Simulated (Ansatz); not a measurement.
```yaml
crystal:
  periodic: [false, false, false]
  atoms:
    - {symbol: N, position_ang: [-0.030279, -1.564885, -0.859651]}
    - {symbol: C, position_ang: [0.011016, -0.052002, -0.073342]}
    - {symbol: N, position_ang: [1.176284, -0.234364, 1.351152]}
    - {symbol: N, position_ang: [-0.540096, 0.205387, -0.933982]}
    - {symbol: C, position_ang: [-0.932510, 1.652226, -0.078469]}
    - {symbol: O, position_ang: [-0.351745, 2.104752, 0.810417]}
    - {symbol: H, position_ang: [-0.243830, -1.959031, -1.237803]}
    - {symbol: H, position_ang: [0.772971, -2.019337, -0.611357]}
    - {symbol: H, position_ang: [1.512299, -0.800373, 1.399532]}
    - {symbol: H, position_ang: [0.608134, 0.432050, 1.205379]}
    - {symbol: H, position_ang: [-1.847877, 2.236463, -0.726711]}
basis:
  gaussian: {orbitals: def2-TZVPD}
total_charge: -3
magnetization: {spin_polarized: true, initial_magnetization: 1}
hamiltonian: {xc: {name: BLYP}, dispersion: d4}
accuracy: high
output: {forces: true}
```

```sh
$ ansatz run in.yaml --threads 4 --pin off --events-out ev --progress --plain --max-ram 10444MiB
```

Shortened log:

```
Functional definition: BLYP
4427 factors; integrals over basis functions are off by at most 3.6e-9 eV
mean field evaluation 1: about -8575.9265 eV, gradient 9.5e1 eV
mean field evaluation 2: about -8142.6789 eV, gradient 2.9e2 eV
mean field evaluation 4: about -8540.9897 eV, gradient 1.1e2 eV
mean field evaluation 8: about -8629.1689 eV, gradient 1.3e1 eV
mean field evaluation 16: about -8630.3984 eV, gradient 1.2e0 eV
mean field evaluation 32: about -8630.4175 eV, gradient 1.9e-3 eV
mean field -8630.41752636 eV, -317.1619941865 hartree, gradient 3.4e-8 eV, S^2 0.945557; 10 other end points of the search recorded, 0 dependent functions left out
reference -8630.41756804 eV, -317.1619957185 hartree; 25, 24 occupied and 245, 246 virtual orbitals, 4427 factors
Total energy: -8631.17912625 eV, -317.1899824664 hartree
Atom 0 at    -0.030279    -1.564885    -0.859651 Å, force    36.830899    56.710334    60.971947 eV/Å
Atom 1 at     0.011016    -0.052002    -0.073342 Å, force    10.267996   -13.203456    14.243778 eV/Å
Atom 2 at     1.176284    -0.234364     1.351152 Å, force   -22.026581    43.347791    -1.538102 eV/Å
Atom 3 at    -0.540096     0.205387    -0.933982 Å, force   -14.879235    13.691353   -19.756426 eV/Å
Atom 4 at    -0.932510     1.652226    -0.078469 Å, force    -3.485586     1.310601    -4.892739 eV/Å
Atom 5 at    -0.351745     2.104752     0.810417 Å, force     1.631404     2.781100     3.760674 eV/Å
Atom 6 at    -0.243830    -1.959031    -1.237803 Å, force   -37.016125   -60.379799   -60.707968 eV/Å
Atom 7 at     0.772971    -2.019337    -0.611357 Å, force     3.568131    -1.426058     1.425064 eV/Å
Atom 8 at     1.512299    -0.800373     1.399532 Å, force    27.224617   -48.058773     3.420397 eV/Å
Atom 9 at     0.608134     0.432050     1.205379 Å, force    -2.933781     6.058644     2.082871 eV/Å
Atom 10 at    -1.847877     2.236463    -0.726711 Å, force     0.818261    -0.831736     0.990503 eV/Å
Dipole moment:     0.206889    -0.958319    -0.490331 e Å
```

(1) Something in this input is off. What?

Answers

(1) The charge is far from anything that the molecule holds. Self-consistency was reached. The result belongs to that input, not to the molecule as meant.
